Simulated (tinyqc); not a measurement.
Inside a calculation. Method: MP2 on RHF in the sto-6g basis, frozen core, for H2F+, spin multiplicity 1. One step of it, computed by the program tinyqc.

Task: Second-order Moller-Plesset energy. E2 = sum_ijab (ia|jb) [2 (ia|jb) - (ib|ja)] / (e_i + e_j - e_a - e_b) over occupied i, j and virtual a, b; the opposite-spin part is (ia|jb)^2 / denominator, the rest is same-spin, and SCS-MP2 scales them by 6/5 and 1/3.

orbital energies (hartree): [-26.961246, -2.093774, -1.251726, -1.089759, -1.061556, 0.003445, 0.207754]

Two-electron integrals over orbitals (pq|rs), unique and non-zero (hartree); the lowest 1 orbital is frozen and left out:
```
(22|22) 0.862567    (32|32) 0.161665    (33|22) 0.765590    (33|33) 0.749036
(42|22) 0.010904    (42|33) -0.003559   (42|42) 0.162420    (43|32) 0.004927
(43|43) 0.046540    (44|22) 0.832013    (44|33) 0.729444    (44|42) -0.088995
(44|44) 0.931806    (52|52) 0.181260    (53|53) 0.038708    (54|52) -0.033011
(54|54) 0.056062    (55|22) 0.881959    (55|33) 0.753222    (55|42) -0.044202
(55|44) 0.853979    (55|55) 0.998085    (62|22) -0.152068   (62|33) -0.093357
(62|42) -0.035872   (62|44) -0.121023   (62|55) -0.160686   (62|62) 0.079530
(63|32) 0.030948    (63|43) 0.016051    (63|63) 0.070588    (64|22) -0.118612
(64|33) -0.069170   (64|42) -0.006944   (64|44) -0.125808   (64|55) -0.119429
(64|62) 0.058901    (64|64) 0.056670    (65|52) -0.057806   (65|54) -0.004218
(65|65) 0.028243    (66|22) 0.579339    (66|33) 0.564251    (66|42) 0.067304
(66|44) 0.539791    (66|55) 0.553643    (66|62) -0.052063   (66|64) -0.027151
(66|66) 0.547578    (72|32) 0.061885    (72|43) -0.022681   (72|63) -0.028855
(72|72) 0.055676    (73|22) 0.202318    (73|33) 0.160988    (73|42) -0.053908
(73|44) 0.209210    (73|55) 0.227007    (73|62) -0.077407   (73|64) -0.068727
(73|66) 0.020805    (73|73) 0.157494    (74|32) -0.054723   (74|43) 0.014169
(74|63) -0.036754   (74|72) -0.012101   (74|74) 0.044712    (75|53) 0.025629
(75|75) 0.020486    (76|32) -0.103811   (76|43) -0.039435   (76|63) -0.085806
(76|72) 0.005183    (76|74) 0.054621    (76|76) 0.162873    (77|22) 0.630903
(77|33) 0.632576    (77|42) 0.005212    (77|44) 0.611705    (77|55) 0.619081
(77|62) -0.052317   (77|64) -0.028909   (77|66) 0.545516    (77|73) 0.079342
(77|77) 0.592694
```

Hartree-Fock energy = -99.78427251 hartree

Give: Terms; Pair energies; MP2 correlation energy; SCS-MP2 correlation energy; MP2 total energy.

Result:

Terms:
```
i  j  a  b  (ia|jb)  (ib|ja)  denominator       term
3  3  7  7    0.157    0.157       -2.919     -0.008
2  3  6  7   -0.077   -0.029       -3.557  -2.74e-03
3  2  7  6   -0.077   -0.029       -3.557  -2.74e-03
3  4  7  6   -0.069   -0.037       -2.553  -2.71e-03
4  3  6  7   -0.069   -0.037       -2.553  -2.71e-03
3  3  6  6    0.071    0.071       -2.510  -1.98e-03
2  2  6  6    0.080    0.080       -4.194  -1.51e-03
4  4  6  6    0.057    0.057       -2.186  -1.47e-03
2  4  6  6    0.059    0.059       -3.190  -1.09e-03
4  2  6  6    0.059    0.059       -3.190  -1.09e-03
4  4  7  7    0.045    0.045       -2.595  -7.70e-04
2  2  7  7    0.056    0.056       -4.603  -6.73e-04
5  5  6  6    0.028    0.028       -2.130  -3.75e-04
5  5  7  7    0.020    0.020       -2.539  -1.65e-04
2  3  7  6   -0.029   -0.077       -3.557   1.60e-04
3  2  6  7   -0.029   -0.077       -3.557   1.60e-04
4  3  7  6   -0.037   -0.069       -2.553  -6.88e-05
3  4  6  7   -0.037   -0.069       -2.553  -6.88e-05
4  2  7  7   -0.012   -0.012       -3.599  -4.07e-05
2  4  7  7   -0.012   -0.012       -3.599  -4.07e-05
```

Pair energies (hartree; pair i-j sums ij and ji):
```
pair  opposite spin  same spin
2-2       -2.18e-03      0.000
3-2       -3.84e-03  -1.33e-03
3-3          -0.010      0.000
4-2       -2.26e-03      0.000
4-3       -4.76e-03  -8.01e-04
4-4       -2.24e-03      0.000
5-5       -5.40e-04      0.000
```

MP2 correlation energy = -0.02842 hartree

SCS-MP2 correlation energy = -0.03226 hartree

MP2 total energy = -99.81269 hartree
